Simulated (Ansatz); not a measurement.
# BHClF (singlet): from a generated start to a stationary point

Aim: relax a generated start of BHClF (singlet) and see which bonds hold.

Program: Ansatz 0.2.0, Gaussian basis. Level of theory: RKS PBE0/def2-TZVP. These are calculated values, not measurements.

## Step 1: The system as given

4 atoms, charge 0, spin multiplicity 1.

Atoms are counted from 1 here; the program's logs count them from 0.

Bond lengths: Cl1–B2 1.690 Å, B2–F3 1.316 Å, B2–H4 1.171 Å. Angles: Cl1–B2–F3 118.3°, Cl1–B2–H4 123.1°, F3–B2–H4 118.6°.

The start was built by rule and, where that kept it together, relaxed with GFN2-xTB. Sticks and bond lists go by distance. 

## Step 2: Relaxation

Contents of in.yaml:

```yaml
crystal:
  periodic: [false, false, false]
  atoms:
    - {symbol: Cl, position_ang: [-1.012415, -0.158486, -0.001176]}
    - {symbol: B, position_ang: [0.494442, 0.606912, 0.003047]}
    - {symbol: F, position_ang: [1.574971, -0.143548, 0.000009]}
    - {symbol: H, position_ang: [0.620856, 1.770588, 0.008536]}
basis:
  gaussian: {orbitals: def2-TZVP}
hamiltonian: {xc: pbe0}
relax: {f_tol: 0.004, max_steps: 80}
```

On the command line:

```
> ansatz run in.yaml --threads 1 --pin off --events-out ev --progress --plain --max-ram 2176MiB
```

**Question.** What will these runs give? Wanted: energy gained; shift from the start; total energy; dipole moment.

**Answer**, as computed:

```
                  quantity           value
                     steps               5
             energy gained        0.042 eV
shift from the start (rms)         0.025 Å
              total energy  -15928.6826 eV
             dipole moment          0.71 D
```

What this shows: The bonds of the start are those of the end. Cl1–B2 went from 1.690 to 1.742 Å. No vibrations were run, so this is a stationary point, not a proven minimum, and this spin need not be the ground state's.
